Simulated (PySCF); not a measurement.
# C5H10O (pentanal): the cost of one run

The runs use PySCF 2.14.0, with density-fitted response routines of our own; the level of theory stands in each step. All values are computed, except where a source is named. Atoms count from 0, in the outputs and in this text.

**1. The starting structure**

16 atoms, charge 0, multiplicity 1; geometry from: MMFF94s. The atoms were then displaced at random by about 0.03 Å, so the start is not that level's minimum.

Bonds of the start (Å): C0–C1 1.43, C1–C2 1.50, C2–C3 1.66, C3–C4 1.42, C4–O5 1.23, C0–H6 1.17, C0–H7 1.07, C0–H8 1.03, C1–H9 1.13, C1–H10 1.09, C2–H11 1.05, C2–H12 1.13, C3–H13 1.13, C3–H14 1.14, C4–H15 1.11.

**2. Geometry optimisation at PBE0-D3(BJ)/def2-SVP**

What the job is given:

```
{"job": {"xc": "PBE0", "basis": "def2-SVP", "d3": "d3bj", "grid": 1, "shake": 0.03, "kind": "geom"}, "charge": 0, "multiplicity": 1}
C     -2.301640     0.190840    -0.175360
C     -1.124910    -0.299910     0.461200
C      0.094580     0.188170    -0.270640
C      1.511410    -0.355780     0.405300
C      2.669950     0.075620    -0.297650
O      2.706470     0.848790    -1.251210
H     -2.340030     1.355880    -0.161240
H     -3.207730    -0.073160     0.322430
H     -2.439030    -0.035910    -1.174450
H     -1.092270     0.017220     1.548710
H     -1.175200    -1.390470     0.480450
H      0.142440    -0.107680    -1.277960
H      0.104430     1.322420    -0.265230
H      1.417620    -0.035570     1.483350
H      1.389570    -1.489880     0.392780
H      3.609980    -0.244540     0.205000
```

Launch:

```
$ OMP_NUM_THREADS=1 python probes_run.py task.json out
```

This one command runs all jobs of the session in turn.

**Question.** How long does this first job take on 1 thread of Arm Neoverse V1, shared host, and how much memory does it need?

About 51 s, with a peak of 0.51 GiB.
